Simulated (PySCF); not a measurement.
## LiSi⁻: a base run and its variants

Base input, run as `python input.py` with PySCF 2.14:

```python
from pyscf import gto, dft
from pyscf.geomopt.geometric_solver import optimize

mol = gto.M(
    atom='Li 0 0 0; Si 0 0 2.375',
    basis='jorge-dzp',
    charge=-1,
    spin=0,
    verbose=4,
)
mf = dft.RKS(mol, xc='b3pw91')
mf = mf.density_fit(auxbasis='def2-universal-jkfit')
mf.kernel()
mol_eq = optimize(mf, maxsteps=30)
print('optimised geometry (angstrom)')
print(mol_eq.tostring('raw'))
print('orbital energies (hartree):', mf.mo_energy[..., max(0, mol.nelec[1]-3):mol.nelec[0]+3].round(4))
```

Base result: E(SCF) = -296.874735 Eh, 12 cycles, all at the start geometry; optimised bond 2.497 Å with E = -296.875797 Eh after 5 steps. At this level a UKS run with spin=4 ends 0.83 eV lower; the true order of the states can differ. The last line lists the levels of the start geometry. The basis has no diffuse functions, which an anion needs. Stability towards an unrestricted solution was not tested.

Wall time 5.9 s on one thread of a shared host.

Each row names what differs from the base; energies in brackets are changes from the base.

| change | result |
| --- | --- |
| spin-free X2C: off → on [basis contracted without relativity] | E(SCF) = -297.447849 Eh, 12 cycles, all at the start geometry; optimised bond 2.497 Å with E = -297.448907 Eh after 5 steps |
| cycle limit: 50 → 1 [unsound on purpose] | the SCF does not converge, then it stops with RuntimeError (Nuclear gradients of <pyscf.scf.hf.DFRKS_Scanner object> not converged) after the SCF |
| functional: b3pw91 → wb97x | E(SCF) = -296.885805 Eh, 11 cycles, all at the start geometry; optimised bond 2.449 Å with E = -296.886252 Eh after 4 steps |
| level shift (hartree): none → 1 | the SCF does not converge, then it stops with RuntimeError (Nuclear gradients of <pyscf.scf.hf.DFRKS_Scanner object> not converged) after the SCF |
| Cartesian functions: off → on | E(SCF) = -296.875898 Eh (-0.0317 eV), 12 cycles, all at the start geometry; optimised bond 2.493 Å with E = -296.876896 Eh after 5 steps |
| basis set: jorge-dzp → 6-31g [no diffuse functions for the anion] | E(SCF) = -296.846171 Eh (+0.7773 eV), 10 cycles, all at the start geometry; optimised bond 2.532 Å with E = -296.847885 Eh after 5 steps |
| smearing width (hartree): none → 0.2; step after the SCF: optimize → none [unsound on purpose] | E(SCF) = -295.920180 Eh (+25.9748 eV), 12 cycles |
| functional: b3pw91 → wb97 | E(SCF) = -296.868171 Eh, 12 cycles, all at the start geometry; optimised bond 2.435 Å with E = -296.868465 Eh after 4 steps |
| basis set: jorge-dzp → pcseg-2 [no diffuse functions for the anion] | E(SCF) = -296.884339 Eh (-0.2613 eV), 11 cycles, all at the start geometry; optimised bond 2.495 Å with E = -296.885329 Eh after 5 steps |
| geometry: bond 2.375 → bond 2.969 | E(SCF) = -296.866965 Eh (+0.2114 eV), 13 cycles, all at the start geometry; optimised bond 2.497 Å with E = -296.875797 Eh after 7 steps |
| basis set: jorge-dzp → sto-3g [no diffuse functions for the anion] | E(SCF) = -293.262669 Eh (+98.2893 eV), 8 cycles, all at the start geometry; optimised bond 2.195 Å with E = -293.267126 Eh after 5 steps |
| basis set: jorge-dzp → cc-pvdz [no diffuse functions for the anion] | E(SCF) = -296.872708 Eh (+0.0551 eV), 11 cycles, all at the start geometry; optimised bond 2.496 Å with E = -296.873749 Eh after 5 steps |
| spin (2S): 0 → 4; SCF type: RKS → UKS [a high spin state] | E(SCF) = -296.905299 Eh (-0.8317 eV), 10 cycles, ⟨S²⟩ = 6.000, all at the start geometry; optimised bond 2.613 Å with E = -296.907909 Eh after 6 steps |
| geometry: bond 2.375 → bond 2.541 | E(SCF) = -296.875677 Eh (-0.0256 eV), 12 cycles, all at the start geometry; optimised bond 2.497 Å with E = -296.875797 Eh after 4 steps |
| damping: none → 0.5 | E(SCF) = -296.874735 Eh (+0.0000 eV), 12 cycles, all at the start geometry; optimised bond 2.497 Å with E = -296.875797 Eh after 5 steps |
| charge: -1 → 0; spin (2S): 0 → 1; SCF type: RKS → UKS [another spin of the ion may lie lower] | E(SCF) = -296.860516 Eh (+0.3869 eV), 10 cycles, ⟨S²⟩ = 0.754, all at the start geometry; optimised bond 2.579 Å with E = -296.863522 Eh after 5 steps |
| charge: -1 → -2; spin (2S): 0 → 1; SCF type: RKS → UKS [another spin of the ion may lie lower] [no diffuse functions for the anion] [spin-contaminated] | E(SCF) = -296.793560 Eh (+2.2089 eV), ⟨S²⟩ = 1.920, all at the start geometry; optimised bond 2.602 Å with E = -296.795931 Eh after 6 steps |
| step after the SCF: optimize → ccsd(t); SCF type: RKS → RHF; functional: b3pw91 → none (Hartree–Fock); frozen orbitals: default → 5 | E(SCF) = -296.254835 Eh, 11 cycles, E(CCSD) − E(SCF) = -0.13626 Eh, (T) = -0.01004 Eh |
| functional: b3pw91 → bhandhlyp | E(SCF) = -296.899440 Eh, 11 cycles, all at the start geometry; optimised bond 2.461 Å with E = -296.900007 Eh after 5 steps |
| PCM solvent, dielectric constant: none → 2.27; step after the SCF: optimize → analyze | E(SCF) = -296.923477 Eh (-1.3263 eV) |
| geometry: bond 2.375 → bond 0.5 [unsound on purpose] | E(SCF) = -290.826410 Eh, 9 cycles, all at the start geometry; optimised bond 2.202 Å with E = -296.831141 Eh after 14 steps |
| basis set: jorge-dzp → 6-31g* [no diffuse functions for the anion] | E(SCF) = -296.848321 Eh (+0.7188 eV), 11 cycles, all at the start geometry; optimised bond 2.511 Å with E = -296.849613 Eh after 5 steps |

Problem. Order these changes by how far they move the SCF energy from the base, largest first: (1) Cartesian functions: off → on; (2) PCM solvent, dielectric constant: none → 2.27; step after the SCF: optimize → analyze; (3) geometry: bond 2.375 → bond 2.541; (4) geometry: bond 2.375 → bond 2.969.

Solution. (2) -1.3263 eV, (4) +0.2114 eV, (1) -0.0317 eV, (3) -0.0256 eV.
